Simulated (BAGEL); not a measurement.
# HF/def2-SVPD (density fitting with qzvpp-jkfit) run of CH6NSi− (SMILES C[N-][SiH3])

Aim: the energy change on altering one bond length of CH6NSi− at HF/def2-SVPD (density fitting with qzvpp-jkfit), from 2 runs. 

The calculation is run with BAGEL 1.2.2.

**1. The system as given**

CH6NSi−: 9 atoms, total charge -1, spin state singlet. As SMILES, `C[N-][SiH3]`. The coordinates come from a GFN2-xTB relaxation.

Bond lengths: C1–N2 1.417 Å, N2–Si3 1.647 Å, C1–H4 1.113 Å, C1–H5 1.106 Å, C1–H6 1.113 Å, Si3–H7 1.522 Å, Si3–H8 1.521 Å, Si3–H9 1.489 Å. Some angles: C1–N2–Si3 123.9°, N2–C1–H4 114.6°, N2–C1–H5 109.5°, N2–C1–H6 114.6°, N2–Si3–H7 120.3°, N2–Si3–H8 120.5°, N2–Si3–H9 107.2°, H4–C1–H5 106.2°, H4–C1–H6 105.2°, H5–C1–H6 106.2°.

**2. A single-point energy at HF/def2-SVPD (density fitting with qzvpp-jkfit)**

File hf.json:

```json
{ "bagel" : [

{
  "title" : "molecule",
  "basis" : "def2-svpd.json",
  "df_basis" : "qzvpp-jkfit",
  "angstrom" : "true",
  "geometry" : [
    { "atom" : "C", "xyz" : [   -0.712670,    0.919970,   -0.811790 ] },
    { "atom" : "N", "xyz" : [   -0.509930,    0.391650,    0.487660 ] },
    { "atom" : "Si", "xyz" : [    0.578670,   -0.793220,    0.839100 ] },
    { "atom" : "H", "xyz" : [    0.184970,    1.402450,   -1.260460 ] },
    { "atom" : "H", "xyz" : [   -1.495620,    1.699930,   -0.774320 ] },
    { "atom" : "H", "xyz" : [   -1.052450,    0.176080,   -1.567380 ] },
    { "atom" : "H", "xyz" : [    2.062060,   -0.577760,    0.574520 ] },
    { "atom" : "H", "xyz" : [    0.451190,   -2.171650,    0.208950 ] },
    { "atom" : "H", "xyz" : [    0.493780,   -1.047460,    2.303720 ] }
  ]
},
{
  "title" : "hf",
  "charge" : -1
},
{
  "title" : "print",
  "file" : "orbitals.molden",
  "orbitals" : "true"
}

]}
```

The basis set def2-SVPD is read from a file made from the Basis Set Exchange's data (not shown).

On the command line:

```console
$ BAGEL_NUM_THREADS=1 BAGEL hf.json > hf.out
```

Standard output:

```text
* using 1 threads per process

  ===============================================================
  ===============================================================

  *** Geometry ***

  { "atom" : "C", "xyz" : [     -1.346751,      1.738491,     -1.534061 ] },
  { "atom" : "N", "xyz" : [     -0.963628,      0.740111,      0.921544 ] },
  { "atom" : "Si", "xyz" : [      1.093528,     -1.498969,      1.585669 ] },
  { "atom" : "H", "xyz" : [      0.349543,      2.650246,     -2.381924 ] },
  { "atom" : "H", "xyz" : [     -2.826312,      3.212402,     -1.463253 ] },
  { "atom" : "H", "xyz" : [     -1.988842,      0.332743,     -2.961919 ] },
  { "atom" : "H", "xyz" : [      3.896729,     -1.091808,      1.085685 ] },
  { "atom" : "H", "xyz" : [      0.852626,     -4.103824,      0.394858 ] },
  { "atom" : "H", "xyz" : [      0.933109,     -1.979413,      4.353400 ] },

  Number of auxiliary basis functions:      388

  Since a DF basis is specified, we compute 2- and 3-index integrals:
    o Being stored without compression. Storage requirement is 0.039 GB

  Number of basis functions:      112
  Number of electrons      :       33

    * METHOD: MOLECULE                             1.03

  *** RHF ***

  === Nuclear Repulsion ===
   108.6015800137

      * DIIS with orbital gradients will be used.

  === RHF iteration (def2-svpd.json) ===
      0       -384.29735543          0.01952500           0.30
      1       -384.39516514          0.01781979           0.14
      2       -384.54359906          0.00174699           0.13
      3       -384.54609357          0.00058570           0.19
      4       -384.54630006          0.00013292           0.18
      5       -384.54631824          0.00003486           0.20
      6       -384.54632013          0.00001177           0.14
      7       -384.54632038          0.00000429           0.16
      8       -384.54632041          0.00000160           0.25
      9       -384.54632042          0.00000066           0.17
     10       -384.54632042          0.00000019           0.11
     11       -384.54632042          0.00000007           0.13
     12       -384.54632042          0.00000003           0.14
     13       -384.54632042          0.00000001           0.14
    * SCF iteration converged.

    * Permanent dipole moment:
           (   -0.180522,     0.031180,     0.613521) a.u.

    * METHOD: HF                                   3.14

    * METHOD: PRINT                                0.03

  ===============================================================
```

Wall time 5.1 s (1 thread of Intel Xeon at 2.50GHz (Skylake/Cascade Lake), shared host).

**3. The distorted shape, same level**

File input.json:

```json
{ "bagel": [

{
  "title": "molecule",
  "basis": "def2-svpd.json",
  "df_basis": "qzvpp-jkfit",
  "angstrom": true,
  "geometry": [
    { "atom": "C", "xyz": [    0.226857,   -0.015969,   -0.856753 ] },
    { "atom": "N", "xyz": [    0.429597,   -0.544289,    0.442697 ] },
    { "atom": "Si", "xyz": [    1.518197,   -1.729159,    0.794137 ] },
    { "atom": "H", "xyz": [    1.124497,    0.466511,   -1.305423 ] },
    { "atom": "H", "xyz": [   -1.495620,    1.699930,   -0.774320 ] },
    { "atom": "H", "xyz": [   -0.112923,   -0.759859,   -1.612343 ] },
    { "atom": "H", "xyz": [    3.001587,   -1.513699,    0.529557 ] },
    { "atom": "H", "xyz": [    1.390717,   -3.107589,    0.163987 ] },
    { "atom": "H", "xyz": [    1.433307,   -1.983399,    2.258757 ] }
  ]
},
{ "title": "hf", "charge": -1 },
{ "title": "print", "file": "orbitals.molden", "orbitals": true }

]}
```

The basis set def2-SVPD is read from a file made from the Basis Set Exchange's data (not shown).

On the command line:

```console
$ BAGEL_NUM_THREADS=1 BAGEL input.json > input.out
```

Standard output:

```text
* using 1 threads per process

  ===============================================================
  ===============================================================

  *** Geometry ***

  { "atom" : "C", "xyz" : [      0.428698,     -0.030177,     -1.619029 ] },
  { "atom" : "N", "xyz" : [      0.811821,     -1.028557,      0.836576 ] },
  { "atom" : "Si", "xyz" : [      2.868977,     -3.267637,      1.500701 ] },
  { "atom" : "H", "xyz" : [      2.124991,      0.881578,     -2.466892 ] },
  { "atom" : "H", "xyz" : [     -2.826312,      3.212402,     -1.463253 ] },
  { "atom" : "H", "xyz" : [     -0.213394,     -1.435925,     -3.046887 ] },
  { "atom" : "H", "xyz" : [      5.672177,     -2.860477,      1.000718 ] },
  { "atom" : "H", "xyz" : [      2.628074,     -5.872492,      0.309891 ] },
  { "atom" : "H", "xyz" : [      2.708558,     -3.748081,      4.268432 ] },

  Number of auxiliary basis functions:      388

  Since a DF basis is specified, we compute 2- and 3-index integrals:
    o Being stored without compression. Storage requirement is 0.039 GB

  Number of basis functions:      112
  Number of electrons      :       33

    * METHOD: MOLECULE                             0.54

  *** RHF ***

  === Nuclear Repulsion ===
   105.5818856996

      * DIIS with orbital gradients will be used.

  === RHF iteration (def2-svpd.json) ===
      0       -384.13261315          0.01835764           0.16
      1       -384.21276821          0.01887083           0.11
      2       -384.39221528          0.00241018           0.14
      3       -384.39699097          0.00105672           0.17
      4       -384.39793244          0.00027407           0.19
      5       -384.39805737          0.00009045           0.28
      6       -384.39807510          0.00002572           0.15
      7       -384.39807648          0.00000800           0.11
      8       -384.39807658          0.00000411           0.20
      9       -384.39807660          0.00000182           0.15
     10       -384.39807661          0.00000065           0.13
     11       -384.39807661          0.00000027           0.16
     12       -384.39807661          0.00000013           0.19
     13       -384.39807661          0.00000004           0.19
     14       -384.39807661          0.00000001           0.18
     15       -384.39807661          0.00000001           0.14
    * SCF iteration converged.

    * Permanent dipole moment:
           (   -2.184080,     2.199487,     0.018333) a.u.

    * METHOD: HF                                   3.36

    * METHOD: PRINT                                0.03

  ===============================================================
```

Wall time 4.8 s (1 thread of Intel Xeon at 2.50GHz (Skylake/Cascade Lake), shared host).

**4. What came out**

Level: HF/def2-SVPD (density fitting with qzvpp-jkfit).

| quantity | value |
| --- | --- |
| first shape: total energy | -384.54632 Eh |
| first shape: HOMO energy | -2.81 eV |
| first shape: LUMO energy | 6.56 eV |
| first shape: HOMO–LUMO gap (to an unbound level, set by the basis) | 9.37 eV |
| distorted shape: total energy | -384.39808 Eh |
| distorted shape: HOMO energy | -2.73 eV |
| distorted shape: LUMO energy | 5.42 eV |
| distorted shape: HOMO–LUMO gap (to an unbound level, set by the basis) | 8.15 eV |
| energy change with the C1–H5 bond stretched from 1.106 to 2.433 Å | 4.034 eV |

With the C1–H5 bond stretched from 1.106 to 2.433 Å the energy rises by 4.03 eV (389 kJ/mol). The first shape isn't relaxed at this level, so the change isn't measured from a minimum.
